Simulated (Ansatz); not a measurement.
Reaction (hydrogenolysis of a P–O bond): `OP[SiH3]` + H₂ → `[SiH3]P` + H₂O

Calculated with Ansatz (gas phase, PBE0-D4/def2-TZVP geometries, no zero-point term in ΔE). CBS: MP2 limit from def2 TZ/QZ plus the TZ coupled-cluster correction, frozen cores. This one scheme is used for every species. DFT in def2-TZVPP. One conformer a species, not always the lowest.

CCSD(T)/CBS gives -53.1 kJ/mol.

(1) Another level gave -49.0 kJ/mol. Which?
A. revPBE-D4/def2-TZVPP
B. BLYP-D4/def2-TZVPP
C. BHLYP-D4/def2-TZVPP
D. PBE0/def2-TZVPP

(2) What do rigid-rotor, harmonic-oscillator terms from PBE0-D4/def2-TZVP frequencies (298.15 K, 1 bar) make of the CCSD(T)/CBS value? (Best estimate.)

Largest T1 diagnostic among the species: 0.013.

Answers

(1) C. BHLYP-D4 -49.0, PBE0 -55.5, revPBE-D4 -43.8, BLYP-D4 -38.6 kJ/mol.

(2) Computed: ΔZPE = +13.1 kJ/mol, ΔH = -41.7 kJ/mol, ΔS = 28 J/(mol·K), ΔG = -50.1 kJ/mol.

From PBE to PBE0 (25 % exact exchange), in def2-TZVPP and without D4, ΔE moves by −6.1 kJ/mol. The D4 term adds +4.3 kJ/mol with B3LYP and +2.3 kJ/mol with PBE0; it sums over pairs of atoms, weighted by their polarisabilities, and B3LYP, whose exchange is more repulsive, gets the larger term.

B3LYP here is the variant with VWN-RPA as its local correlation; programs differ in this.
